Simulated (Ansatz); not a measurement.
Saddle point of CH7FSi, singlet (SiH₃F ([F][SiH3]) + CH₄ → CH₆Si ([CH3][SiH3]) + HF; bonds formed: Si1–C7, F2–H6; bonds broken: Si1–F2, H6–C7), PBE0-D4/def2-TZVP structure:

Si1  (-0.590, 0.404, -0.744)
F2  (1.292, 0.895, -0.909)
H3  (-0.470, -0.215, -2.082)
H4  (-1.848, -0.220, -0.215)
H5  (-0.882, 1.850, -0.628)
H6  (1.017, 0.179, 0.035)
C7  (0.350, -0.559, 0.896)
H8  (-0.264, -0.121, 1.681)
H9  (1.370, -0.639, 1.302)
H10  (0.026, -1.572, 0.664)
(Å)

Energies are electronic, without zero-point energy. Barriers and step energies count from the start structure reached by relaxing down the imaginary mode; all methods use the PBE0-D4 structures, on which another method's saddle can fall below an end. Program: Ansatz 0.2.0. Basis: def2-TZVPP, with def2-QZVPP for the basis limit. Cores are frozen in the correlated methods. B3LYP uses VWN-RPA correlation. Extrapolation: Hartree–Fock as exp(−7.88 √X), correlation as X^−2.97.

```
      method  barrier (eV)  step energy (eV)
       SPW92         2.161             1.040
      PBE-D4         2.590             1.151
     BLYP-D4         2.911             1.312
   r2SCAN-D4         2.823             1.304
      B97M-V         3.063             1.350
     PBE0-D4         2.810             1.194
    B3LYP-D4         3.057             1.341
  r2SCAN0-D4         2.957             1.303
    BHLYP-D4         3.319             1.416
CAM-B3LYP-D4         3.079             1.376
     wB97X-V         3.014             1.320
     wB97M-V         2.956             1.304
      B2PLYP         3.133             1.382
    PBE-QIDH             ?             1.272
  RPA on PBE         3.117             1.355
          HF             ?             1.617
         MP2             ?             1.321
        CCSD         3.256             1.352
     CCSD(T)         3.112             1.313
```

Problem. Fill in the withheld barriers. (To be estimated.)

Solution. By the calculation: PBE-QIDH 2.991; HF 4.021; MP2 3.044 eV. Each is the energy of the saddle less that of the start structure, by the same method.

For comparison, the barrier by CCSD(T) at an estimated basis limit (MP2 extrapolated from triple and quadruple zeta, plus CCSD(T) − MP2 in triple zeta) is 3.091 eV.

No T1 diagnostic of these runs exceeds 0.012.

Labels in which every atom is bracketed show which atoms are joined, not bond orders.

For scale, one of the runs: CCSD(T)/def2-TZVPP, 202 basis functions, launched by `ansatz run in.yaml --threads 2 --pin off --events-out ev --progress --plain --max-ram 4352MiB`. Hardware: 2 CPU threads of an Intel Xeon Platinum 8259CL, shared host. Wall time 51 s; peak host memory 2.5 GiB.
